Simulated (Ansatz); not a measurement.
# B2H4S: the cost of one run

Method: unrestricted cation, the program's frozen cores in correlated methods; program: Ansatz 0.2.0, Gaussian basis.

Plan: UKS PBE-D4/def2-TZVPP; UKS r2SCAN-D4/def2-TZVPP; UKS PBE0-D4/def2-TZVPP; UKS B3LYP-D4/def2-TZVPP; UKS wB97X-V/def2-TZVPP; UKS wB97M-V/def2-TZVPP; UKS B2PLYP/def2-TZVPP; UHF-CCSD(T)/def2-TZVPP; UHF-MP2/def2-QZVPP; extrapolation to the limit; then −ε(HOMO) from the neutral's earlier runs with LDA (SPW92), PBE-D4, revPBE-D4, BLYP-D4, r2SCAN-D4, B97M-V, PBE0-D4, B3LYP-D4, r2SCANh-D4, r2SCAN0-D4, HSE06-D4, BHLYP-D4, CAM-B3LYP-D4, LC-ωPBE, ωB97X-V, ωB97M-V.

## 1. The geometry

All runs share one geometry, relaxed beforehand with PBE0-D4 in a triple-zeta def2 set.

SMILES `BSB`, 7 atoms, charge 0, spin multiplicity 1.

Atoms are counted from 1 here; the program's logs count them from 0.

Bond lengths: B1–S2 1.796 Å, B1–H4 1.190 Å, B1–H5 1.192 Å, S2–B3 1.796 Å, B3–H6 1.192 Å, B3–H7 1.190 Å. Angles: S2–B1–H4 120.1°, S2–B1–H5 117.1°, H4–B1–H5 122.8°, B1–S2–B3 103.4°, S2–B3–H6 117.1°, S2–B3–H7 120.1°, H6–B3–H7 122.8°.

As a file:

```xyz
7
B2H4S
B    -1.2992   -0.1157   -0.5220
S    -0.4324    0.4894    0.9303
B     1.2892    0.1274    0.5673
H    -0.6916   -0.6119   -1.4172
H    -2.4849    0.0053   -0.5361
H     2.0942    0.4375    1.3897
H     1.5858   -0.4001   -0.4578
```

## 2. Cation, UKS PBE-D4/def2-TZVPP

in.yaml

```yaml
crystal:
  periodic: [false, false, false]
  atoms:
    - {symbol: B, position_ang: [-1.299189, -0.115704, -0.521957]}
    - {symbol: S, position_ang: [-0.432352, 0.489439, 0.930306]}
    - {symbol: B, position_ang: [1.289217, 0.127388, 0.567273]}
    - {symbol: H, position_ang: [-0.691558, -0.611867, -1.417236]}
    - {symbol: H, position_ang: [-2.484863, 0.005335, -0.536059]}
    - {symbol: H, position_ang: [2.094230, 0.437507, 1.389741]}
    - {symbol: H, position_ang: [1.585814, -0.400098, -0.457767]}
basis:
  gaussian: {orbitals: def2-TZVPP}
total_charge: 1
magnetization: {spin_polarized: true, initial_magnetization: 1}
hamiltonian: {xc: pbe, dispersion: d4}
```

Command:

```bash
$ ansatz run in.yaml --threads 2 --pin off --events-out ev --progress --plain --max-ram 4352MiB
```

Q: Estimate wall time and peak memory on 2 threads of Arm Neoverse V1, shared host.

About 8 s, with a peak of 0.33 GiB.
